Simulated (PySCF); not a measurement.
Gas-phase reaction: 2 SiO2 + 2 Cl2 ⇌ 2 SiOCl2 + O2

Method: PySCF energies plus ideal-gas RRHO corrections (1 bar). † marks an energy on the PBE0/def2-TZVP geometry and frequencies. Open shells (unrestricted): O2 (multiplicity 3); the rest are closed-shell singlets. B3LYP is the form with VWN-RPA correlation. SiOCl2: computed as isolated molecules; such fragments, hydroxides, amides, oligomers or adducts are transient or little studied in the gas. The harmonic model lacks anharmonicity and excited electronic states, which grow with temperature; levels with a mode under 35 cm⁻¹ are left out.

```csv
level,"ΔE electronic, kJ","ΔH°(298 K), kJ","ΔS°(298 K), J/K","ΔG°(2500 K), kJ"
B3LYP/def2-TZVP†,-364,-362,-100,-122
HF/def2-TZVP†,-518,-516,-100,-276
M06-2X/def2-TZVP†,-392,-390,-100,-150
PBE0/def2-SVP†,-497,-495,-100,-255
r2SCAN/def2-TZVP†,-427,-425,-100,-185
ωB97M-V/def2-TZVP†,-396,-394,-100,-154
```
ΔH° is lowest at HF/def2-TZVP† and highest at B3LYP/def2-TZVP†. No reference value is set beside these.
